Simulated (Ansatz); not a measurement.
# CaAs₂Pd₂: a prediction, then the measurements

These are results of DFT r2SCAN, scalar-relativistic, plane waves, PAW (Ansatz), not measurements.

Cutoff 500 eV; k points 12×12×12 on the computed 5-atom cell (Γ-centred); Gaussian smearing, width 0.10 eV; no spin polarisation.

Relaxed structure, symmetry kept:

```
Ca As Pd
1.0
    -2.14956    2.14956    5.11777
     2.14956   -2.14956    5.11777
     2.14956    2.14956   -5.11777
Ca As Pd
1 2 2
Cartesian
  0.0000 0.0000 0.0000
  0.0000 0.0000 3.8924
  0.0000 0.0000 6.3432
  0.0000 2.1496 2.5589
  2.1496 0.0000 2.5589
```

| Property | Result |
| --- | --- |
| Space group | I4/mmm (No. 139) |
| Volume per atom | 127.7 bohr³ |
| Formation energy from the elements' standard states (uncorrected) | -0.798 eV/atom |
| Generalised Kohn–Sham band gap | none (metal) |
| Density of states at the Fermi level | 1.80 states/eV per cell |
| Löwdin character within 0.5 eV of the Fermi level | As 4p 46 %, Pd 4d 36 %, unprojected 14 % |
| Bulk modulus | 97 GPa |
| Its pressure derivative | 4.9 |
| Bader charges (e) | Ca (1 in the cell) 1.45, As (2 in the cell) -0.39, Pd (2 in the cell) -0.33 |

**Experimental background.**

“Superconducting and Normal State Properties of APd2As2 (A = Ca, Sr, Ba) Single Crystals”, 2013, arxiv:1304.7148 reports, for a powder of CaAs2Pd2: lattice constant a 4.2824 ± 0.0002 Å; lattice constant c 10.088 ± 0.0004 Å.

Measured lattice constant a of CaAs2Pd2: 4.2824 Å (powder; the paper above). This calculation gives 4.299 Å (+0.4 %). Against the measured lattice constant c of CaAs2Pd2, 10.088 Å (powder; the paper above), the calculated 10.236 Å is off by +1.5 %. The calculation is for 0 K without zero-point motion.

Cost: 9 runs of about 29 core-minutes in all, on Oxide Virtual Turin-like Processor (Zen 5) (shared hosts).